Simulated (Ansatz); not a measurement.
This script for a ladder of basis sets of CH₅SSi (charge -1), SMILES CS[SiH2-] with the Python package of Ansatz (0.2.0) holds a mistake.

`basis_ch5ssi.py`
```python
import ansatz

molecule = (
    ansatz.Crystal.molecule()
    .atom("C", (1.1456, -0.2418, 0.3404))
    .atom("S", (0.3141, 1.3414, 0.0894))
    .atom("Si", (-1.6726, 0.7654, -0.4981))
    .atom("H", (1.1579, -0.8243, -0.5852))
    .atom("H", (2.1795, -0.0599, 0.6465))
    .atom("H", (0.6505, -0.8196, 1.126))
    .atom("H", (-1.5467, -0.0837, -1.7085))
    .atom("H", (-2.2282, -0.0774, 0.5895))
)

setup = molecule.calculation().correlation("MP2").charge(-1).stress()

energies = {}
for basis in ["cc-pVDZ", "cc-pVTZ"]:
    r = setup.basis(gaussian=basis).run().report
    size = r["n_frozen"] + r["n_occupied"][0] + r["n_virtual"][0]
    energies[basis] = (r["reference_energy_ev"] / 27.211386246, r["free_energy_ev"] / 27.211386246)
    print(f"{basis:14s} {size:4d} orbitals  reference {energies[basis][0]:14.6f} Ha  total {energies[basis][1]:14.6f} Ha")

small, large = (energies[b][1] - energies[b][0] for b in ("cc-pVDZ", "cc-pVTZ"))
limit = (3 ** 3 * large - 2 ** 3 * small) / (3 ** 3 - 2 ** 3)
print(f"correlation energy: {small:.6f} and {large:.6f} Ha, extrapolated {limit:.6f} Ha")
print(f"share caught by the larger set: {100 * large / limit:.1f} %")
```

Running `python basis_ch5ssi.py` prints:
```text
Traceback (most recent call last):
  File "basis_ch5ssi.py", line 19, in <module>
    r = setup.basis(gaussian=basis).run().report
        ~~~~~~~~~~~~~~~~~~~~~~~~~~~~~~~^^
  ...
ansatz.RefusalError: invalid value for `basis.gaussian`: such a run doesn't read output.stress; remove what it names
```
(Library frames cut from the traceback.)

What is wrong, and how is it mended?

The fault: a molecule has no stress. The correction:

`basis_ch5ssi.py`:
```python
import ansatz

molecule = (
    ansatz.Crystal.molecule()
    .atom("C", (1.1456, -0.2418, 0.3404))
    .atom("S", (0.3141, 1.3414, 0.0894))
    .atom("Si", (-1.6726, 0.7654, -0.4981))
    .atom("H", (1.1579, -0.8243, -0.5852))
    .atom("H", (2.1795, -0.0599, 0.6465))
    .atom("H", (0.6505, -0.8196, 1.126))
    .atom("H", (-1.5467, -0.0837, -1.7085))
    .atom("H", (-2.2282, -0.0774, 0.5895))
)

setup = molecule.calculation().correlation("MP2").charge(-1)

energies = {}
for basis in ["cc-pVDZ", "cc-pVTZ"]:
    r = setup.basis(gaussian=basis).run().report
    size = r["n_frozen"] + r["n_occupied"][0] + r["n_virtual"][0]
    energies[basis] = (r["reference_energy_ev"] / 27.211386246, r["free_energy_ev"] / 27.211386246)
    print(f"{basis:14s} {size:4d} orbitals  reference {energies[basis][0]:14.6f} Ha  total {energies[basis][1]:14.6f} Ha")

small, large = (energies[b][1] - energies[b][0] for b in ("cc-pVDZ", "cc-pVTZ"))
limit = (3 ** 3 * large - 2 ** 3 * small) / (3 ** 3 - 2 ** 3)
print(f"correlation energy: {small:.6f} and {large:.6f} Ha, extrapolated {limit:.6f} Ha")
print(f"share caught by the larger set: {100 * large / limit:.1f} %")
```

After the fix:

```console
$ python basis_ch5ssi.py
cc-pVDZ          75 orbitals  reference    -727.222734 Ha  total    -727.612703 Ha
cc-pVTZ         168 orbitals  reference    -727.270284 Ha  total    -727.766974 Ha
correlation energy: -0.389970 and -0.496691 Ha, extrapolated -0.541626 Ha
share caught by the larger set: 91.7 %
```

What to keep in mind:
- The drop along the ladder measures the basis error, and is no property of the molecule.
- The geometry is a force-field or estimated start, not a minimum of this method, and the last set is no limit. Much of the fall in a total is atomic energy, which cancels in bond and reaction energies.
- Inner cores stay frozen, so this is valence correlation.
- For Al to Cl the sets with a tight d function, cc-pV(X+d)Z, are usual.
- An extrapolation from small basis sets is rough.
- Anions want diffuse functions, which this basis lacks.
- Run time: 5.8 s on 1 thread of Arm Neoverse V1 (shared host), peak memory 0.34 GiB.
